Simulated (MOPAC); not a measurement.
MOPAC input (PM3):

```
PM3 FORCE THERMO(298,298) PRECISE LET CHARGE=-1 GEO-OK AUX(PRECISION=9) THREADS=1
CH5Si

C    -0.00306032 1    0.09423099 1   -1.18154771 1
Si    0.00141483 1   -0.03619405 1    0.51505760 1
H    -0.90797744 1    0.17027695 1   -1.75930316 1
H     0.89931960 1    0.14221533 1   -1.76622377 1
H     0.02457281 1    1.25087769 1    1.34564150 1
H    -1.23292468 1   -0.71692759 1    1.07687954 1
H     1.21826610 1   -0.75498246 1    1.06749387 1
```

Problem. Which zero-point energy does it print?

Solution. 27.92 kcal/mol, from the harmonic wavenumbers of PM3.
